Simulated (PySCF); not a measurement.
Telling settings apart by their effects on BLYP/pcSseg-1 results

Settings: PySCF, density fitting, no solvent, no relativity; the PBE0-D3(BJ)/def2-SVP geometry of a molecule is the same in every run. Shieldings use GIAOs. Starting from BLYP/pcSseg-1, one thing was changed at a time: the functional to BHandHLYP, the functional to KT2, the functional to LDA, the functional to mPW1PW91.

Changes against BLYP/pcSseg-1 in 7 molecules:

```csv
molecule,changed to,mean 13C shielding (ppm),HOMO energy (eV),mean 1H shielding (ppm)
CC#C[C@@H](C)F,BHandHLYP,+9.5,-2.50,+0.14
CC#C[C@@H](C)F,KT2,+10.4,-0.18,-0.20
CC#C[C@@H](C)F,LDA,+3.1,-0.30,-0.53
CC#C[C@@H](C)F,mPW1PW91,+8.4,-1.44,+0.01
C=CC(F)C=C,BHandHLYP,+7.5,-2.27,+0.05
C=CC(F)C=C,KT2,+15.2,-0.16,-0.13
C=CC(F)C=C,LDA,0.0,-0.37,-0.76
C=CC(F)C=C,mPW1PW91,+7.6,-1.34,-0.14
C=CC/C=C\F,BHandHLYP,+7.3,-2.40,+0.06
C=CC/C=C\F,KT2,+14.7,-0.18,-0.15
C=CC/C=C\F,LDA,+1.0,-0.35,-0.70
C=CC/C=C\F,mPW1PW91,+7.8,-1.40,-0.12
C=CC/C=C/F,BHandHLYP,+7.4,-2.47,+0.05
C=CC/C=C/F,KT2,+14.8,-0.19,-0.15
C=CC/C=C/F,LDA,+0.9,-0.34,-0.70
C=CC/C=C/F,mPW1PW91,+7.9,-1.43,-0.11
F[C@H]1[C@H]2CC[C@@H]12,BHandHLYP,+12.4,-2.59,+0.15
F[C@H]1[C@H]2CC[C@@H]12,KT2,+8.6,-0.17,-0.25
F[C@H]1[C@H]2CC[C@@H]12,LDA,+6.2,-0.28,-0.56
F[C@H]1[C@H]2CC[C@@H]12,mPW1PW91,+10.7,-1.45,+0.01
FC1=CCCC1,BHandHLYP,+9.8,-2.39,+0.13
FC1=CCCC1,KT2,+12.5,-0.18,-0.18
FC1=CCCC1,LDA,+4.6,-0.27,-0.59
FC1=CCCC1,mPW1PW91,+9.5,-1.36,-0.02
C=CCC(=C)F,BHandHLYP,+7.3,-2.44,-0.01
C=CCC(=C)F,KT2,+14.8,-0.17,-0.16
C=CCC(=C)F,LDA,+0.9,-0.33,-0.71
C=CCC(=C)F,mPW1PW91,+7.7,-1.41,-0.16
```

For `CCC1=C[C@@H]1F` the BLYP/pcSseg-1 run gave mean 13C shielding 101.0 ppm, HOMO energy -6.38 eV, mean 1H shielding 28.34 ppm. The changed runs lost their labels:

```tsv
run	mean 13C shielding (ppm)	HOMO energy (eV)	mean 1H shielding (ppm)
A	104.5	-6.67	27.78
B	112.6	-6.61	28.15
C	111.3	-8.91	28.44
D	110.4	-7.92	28.32
```

Question: Which run belongs to which change?

Answer: A: LDA; B: KT2; C: BHandHLYP; D: mPW1PW91.

```csv
run,"change of mean 13C shielding (ppm), here / mean of the others","change of HOMO energy (eV), here / mean of the others","change of mean 1H shielding (ppm), here / mean of the others",next best match
A,+3.5 / +2.4,-0.29 / -0.32,-0.56 / -0.65,KT2
B,+11.6 / +13.0,-0.23 / -0.18,-0.19 / -0.17,LDA
C,+10.3 / +8.7,-2.53 / -2.44,+0.10 / +0.08,mPW1PW91
D,+9.4 / +8.5,-1.54 / -1.40,-0.02 / -0.08,BHandHLYP
```

Each run is given to the change whose mean effect on the other molecules lies nearest, every quantity measured in units of its scatter between molecules.

Question: Would one quantity have been enough? Give each run to the change with the nearest mean effect on that quantity alone.

Answer: HOMO energy: 4 of 4 runs rightly; mean 1H shielding: 4 of 4 runs rightly; mean 13C shielding: 3 of 4 runs rightly.

Only sets that this rule tells apart clearly are shown.
